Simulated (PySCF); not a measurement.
CHN: calculation and literature

Atoms are numbered as in `[CH:1]#[N:2]`. Hydrogens are named by the atom that carries them.

Method: J: B3LYP/pcJ-2, B97-2/pcSseg-2 with gauge-including orbitals, geometry: PBE0-D3(BJ)/def2-TZVP, in PySCF 2.14.0 with density-fitted response routines (no relativistic terms, single conformer, no solvent model).

Reference values: measured (gas; T. W. Keal, PhD thesis, Durham 2005).
```csv
atoms,quantity,reference,computed
N2,σ $^{15}$N,-20.4,-38.9
```

Reference values: measured (gas; Olsson, Cremer, J. Chem. Phys. 1996, 105, 8995 (gas-phase data of Jameson 1987, Jameson 1981, Wasylishen 1984)).
```json
{"atoms": "C1", "quantity": "δ $^{13}$C vs CH4 (gas)", "reference": "113.0", "computed": "116.3"}
{"atoms": "N2", "quantity": "δ $^{15}$N vs NH3 (gas)", "reference": "284.9", "computed": "300.6"}
```

Absolute shieldings are compared as such; zero-point and thermal motion, absent here, lowers them by some tenths of a ppm for H, a few ppm for C and up to about 10 ppm for F.

Computed shifts are σ(ref) − σ with the named reference compound (TMS for H and C) calculated as an isolated molecule at the same level. The measured values may be among those fitted. Shieldings were converted by linear fits to measured shifts (mostly CDCl3, TMS scale, for H and C): $^{13}$C (scatter 2.0 ppm rms, 2.1 ppm with the 1 outlier that the fit left out); $^{15}$N (scatter 6.8 ppm rms vs CH3NO2, solution or neat liquid). Occasional misses reach two or three times the rms, and more in compound classes unlike the fitted ones.

Coupling constants in Hz:
| coupling | reference | computed | source |
| --- | --- | --- | --- |
| $^{1}J$(C1,H(C1)) | 261.7 | 281.2 | measured; Faber and Sauer, Theor. Chem. Acc. 2018, 137, 35 |
| $^{1}J$(C1,N2) | -19.1 | -19.5 | measured; Faber and Sauer, Theor. Chem. Acc. 2018, 137, 35 |
| $^{2}J$(N2,H(C1)) | -7.4 | -8.0 | measured; Faber and Sauer, Theor. Chem. Acc. 2018, 137, 35 |
| $^{1}J$(C1,H(C1)) | 249.9 | 281.2 | CC3; gas (equilibrium); Jessen and Sauer, arXiv:2312.00705; CC3 and CCSD from Faber, Sauer, Gauss 2017 |
| $^{1}J$(C1,H(C1)) | 267.3 | 281.2 | measured; Jessen and Sauer, arXiv:2312.00705; CC3 and CCSD from Faber, Sauer, Gauss 2017 |
| $^{1}J$(C1,N2) | -18.2 | -19.5 | CC3; gas (equilibrium); Jessen and Sauer, arXiv:2312.00705; CC3 and CCSD from Faber, Sauer, Gauss 2017 |
| $^{1}J$(C1,N2) | -18.5 | -19.5 | measured; Jessen and Sauer, arXiv:2312.00705; CC3 and CCSD from Faber, Sauer, Gauss 2017 |
| $^{2}J$(N2,H(C1)) | -8.7 | -8.0 | measured; Jessen and Sauer, arXiv:2312.00705; CC3 and CCSD from Faber, Sauer, Gauss 2017 |
| $^{1}J$(C1,H(C1)) | 262.2 | 281.2 | experiment minus calculated vibrational correction (empirical equilibrium); gas (equilibrium); T. W. Keal, PhD thesis, Durham 2005 (values of Ruden, Lutnaes, Helgaker, Ruud 2003) |
| $^{1}J$(C1,H(C1)) | 269.0 | 281.2 | measured; liquid or solution (compiled); San Fabian, Garcia de la Vega, Suardiaz et al., Magn. Reson. Chem. 2013, 51, 775 (SI) |

13 of the 56 published NMR values on file for this molecule are compared. The rest: values from further sources, values whose atom or origin is in doubt, other calculations.
